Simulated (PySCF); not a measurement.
Bond length, frequency and bond energy of HCl⁺ by level of theory

State: ²Π (doublet), unpaired electrons π ↑. Set-up: H def2-TZVPPD, Cl def2-TZVPPD; no relativity (PySCF 2.14). De refers to H + Cl⁺ in their high-spin ground configurations, without counterpoise correction. The functionals are run spin-unrestricted. A positive dipole points towards Cl; it is taken about the centre of mass and depends on that origin.

```
      Level  Re (Å)  ωe (cm⁻¹)  De (eV)  μ (D)
        UHF   1.302       2827     3.60  -1.73
    UHF-MP2   1.310       2746     4.62    n/a
UHF-SCS-MP2   1.310       2745     4.68    n/a
   UHF-CCSD   1.311       2724     4.65    n/a
UHF-CCSD(T)   1.313       2705     4.69    n/a
        PBE   1.333       2571     4.92  -1.71
     revPBE   1.332       2577     4.82  -1.69
       BP86   1.333       2562     5.06  -1.70
     r²SCAN   1.321       2648     4.94  -1.72
      M06-L   1.317       2688     4.80  -1.68
      TPSSh   1.323       2633     4.92  -1.71
       PBE0   1.320       2670     4.84  -1.72
    r²SCAN0   1.314       2709     4.86  -1.72
    LC-ωPBE   1.315       2735     4.80  -1.74
```

Problem. Which functional lies closest to UHF-CCSD(T) in De, which farthest, and by how much do they differ from it?

Solution. Closest is M06-L (+0.4 pm in Re, -0.6 % in ωe, +0.11 eV in De against UHF-CCSD(T) in the same basis), farthest BP86 (+2.0 pm in Re, -5.3 % in ωe, +0.37 eV in De). CCSD(T) converges more slowly with the basis than the functionals do and binds too weakly in this one, so the order can change at the basis-set limit.

Problem. What does second-order correlation do here, going from UHF to UHF-MP2?

Solution. UHF-MP2 less UHF: +0.8 pm in Re, -2.9 % in ωe, +1.02 eV in De. Correlation nearly always deepens the well. The bond lengthens, as in strong covalent bonds, where excitations into antibonding orbitals dominate.

Problem. What does the triples do here, going from UHF-CCSD to UHF-CCSD(T)?

Solution. UHF-CCSD(T) less UHF-CCSD: +0.2 pm in Re, -0.7 % in ωe, +0.04 eV in De. Correlation nearly always deepens the well. The bond lengthens, as in strong covalent bonds, where excitations into antibonding orbitals dominate.

Correlated steps freeze 5 core orbitals. For an ion De counts to the pair picked by the measured ionisation energies or electron affinities, which need not be the lowest pair at this level. The state was picked by a PBE0 search and need not be the measured ground state.

The whole job (state search and all levels along the bond) took about 2.6 min on 1 thread of AMD EPYC 7R43 64-Core (shared host), peak memory 1.3 GiB.
